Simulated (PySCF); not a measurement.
Molecule: `C(C#N)(F)F`, C$_{2}$HF$_{2}$N.

Molfile (atoms numbered from 1):
```
C2HF2N
     RDKit          3D

  6  5  0  0  0  0  0  0  0  0999 V2000
    0.4594    2.0858   -0.3395 N   0  0  0  0  0  0  0  0  0  0  0  0
    0.2147    0.9726   -0.1552 C   0  0  0  0  0  0  0  0  0  0  0  0
   -0.1142   -0.4445    0.1183 C   0  0  0  0  0  0  0  0  0  0  0  0
   -1.0460   -0.8631   -0.7475 F   0  0  0  0  0  0  0  0  0  0  0  0
    0.9858   -1.1952   -0.0232 F   0  0  0  0  0  0  0  0  0  0  0  0
   -0.4997   -0.5555    1.1471 H   0  0  0  0  0  0  0  0  0  0  0  0
  1  2  3  0
  2  3  1  0
  3  4  1  0
  3  5  1  0
  3  6  1  0
M  END
```

Geometry PBE0-D3(BJ)/def2-SVP throughout; GIAO in PySCF 2.14.0 with density-fitted response routines, gas phase, one conformer, non-relativistic; equivalent atoms averaged; basis pcSseg-2.

Question: How do the absolute shieldings σ depend on the functional? (ppm; last column core-seconds on shared hosts with different chips, so compare them loosely; the GGAs took longer than the global hybrids here, which isn't the general rule, and the cause wasn't traced)

Answer: 
```tsv
functional	kind	N1	C2	C3	F4/F5	H6	core-s
HF	Hartree–Fock	-61.3	70.0	99.4	343.0	26.11	7.8
LDA	LDA	-62.8	58.1	66.8	285.9	24.42	14
PBE	GGA	-50.8	62.0	69.4	285.6	24.92	17
BLYP	GGA	-52.7	59.3	64.7	283.1	25.08	17
BP86	GGA	-50.0	62.5	69.4	287.3	24.98	19
OPBE	GGA	-37.2	69.3	78.0	293.9	25.03	19
KT2	GGA	-30.8	72.9	76.3	283.6	24.95	17
KT3	GGA	-27.7	72.7	76.7	286.9	25.17	18
B97-D	GGA	-40.2	65.5	71.7	292.2	25.16	18
B3LYP	global hybrid	-56.7	60.7	72.2	298.9	25.31	16
PBE0	global hybrid	-54.9	63.8	78.3	304.8	25.26	12
mPW1PW91	global hybrid	-55.9	63.4	77.6	305.5	25.31	12
WP04	global hybrid	-59.0	57.6	63.6	301.1	25.60	10
B97-2	global hybrid	-47.7	65.9	78.5	305.6	25.35	9.8
BHandHLYP	global hybrid	-60.5	63.4	82.5	317.6	25.59	9.5
CAM-B3LYP	range-separated hybrid	-57.3	61.0	74.9	305.7	25.29	13
wB97X-D	range-separated hybrid	-55.5	63.2	78.2	309.0	25.42	17
LC-wPBE	range-separated hybrid	-54.0	62.5	79.3	314.7	25.36	18
```

Question: Which nucleus moves most, in ppm?

Answer: F4/F5 (fluorine of a CF2 group): from 283.1 ppm with BLYP to 343.0 ppm with HF. The smallest spread is 1.68 ppm, at H6. Proton shifts span only some 12 ppm, so a few tenths of a ppm matter as much there as several ppm in carbon.
